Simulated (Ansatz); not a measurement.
Property card for TlPt

Level of theory: Ansatz, DFT PBE, scalar-relativistic, plane waves, PAW.

Plane waves to 420 eV, a k mesh through Γ of 6×6×8 on the computed 6-atom cell and Gaussian smearing (0.10 eV); no spin polarisation.

The structure is relaxed at this level of theory with its symmetry kept. Whether it is the stable form of this composition wasn't checked.

```
Tl Pt
1.0
     6.58714    0.00000    0.00000
    -3.29357    5.70463    0.00000
     0.00000    0.00000    3.98073
Tl Pt
3 3
Direct
  0.50000 0.00000 0.00000
  0.50000 0.50000 0.00000
  0.00000 0.50000 0.00000
  0.00000 0.00000 0.00000
  0.33333 0.66667 0.50000
  0.66667 0.33333 0.50000
```

| Item | Value |
| --- | --- |
| Space group | P6/mmm (No. 191) |
| Volume per atom | 168.2 bohr³ |
| Formation energy from the elements' standard states (uncorrected) | +0.538 eV/atom |
| Kohn–Sham band gap | none (metal) |
| Density of states at the Fermi level | 3.69 states/eV per cell |
| Löwdin character within 0.5 eV of the Fermi level | Pt 5d 44 %, Tl 6p 22 %, Pt 6s 20 %, Tl 6s 12 % |
| Bulk modulus | 42 GPa |
| Its pressure derivative | 8.9 |
| Bader charges (e) | Tl (3 in the cell) 0.47, Pt (1 in the cell) -0.44, Pt (2 in the cell) -0.48 |

Spin-orbit coupling is left out, which matters for the bands of heavy elements.